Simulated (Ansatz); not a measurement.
We consider rutile MnF2, described by PBEsol-D3(BJ) (Ansatz, an electronic-structure program, plane waves, PAW).

Settings: plane-wave cutoff 520 eV, 8×8×10 k mesh (along the axes of the cell as run), Fermi–Dirac smearing 0.01 eV, spin-polarised with opposed moments, scalar-relativistic PAW data made under PBE.

Results at a series of volumes:

| V (Å³/atom) | E − E_lowest (meV/atom) | P (GPa) |
|---|---|---|
| 12.132 | 6.64 | 4.37 |
| 12.384 | 1.60 | 2.06 |
| 12.637 | 0.00 | 0.00 |
| 12.890 | 1.48 | -1.84 |
| 13.143 | 5.70 | -3.47 |

**Question.** Estimate the bulk modulus from the pressures at 12.384 and 12.890 Å³/atom, and compare it with a fit to all energies.

**Answer.** B = −V dP/dV. Between V = 12.384 and 12.890 Å³/atom, dP/dV = (-1.84 − (2.06))/(12.890 − 12.384) = -7.71 GPa per Å³/atom; at the midpoint 12.637 Å³/atom this gives B ≈ 97.4 GPa. The third-order Birch–Murnaghan fit gives V0 = 12.637 Å³/atom, B0 = 97.3 GPa, B′ = 4.7, which lies within 1 % of that estimate.

Shape and atoms are relaxed at each volume.

Note: without U or exact exchange, gaps and moments of open d shells tend to come out too small; the bulk modulus comes from volumes at which shape and atoms were relaxed.

The computed numbers hold no vibrational or temperature effects.

Computing time: around 22 core-minutes (rough).
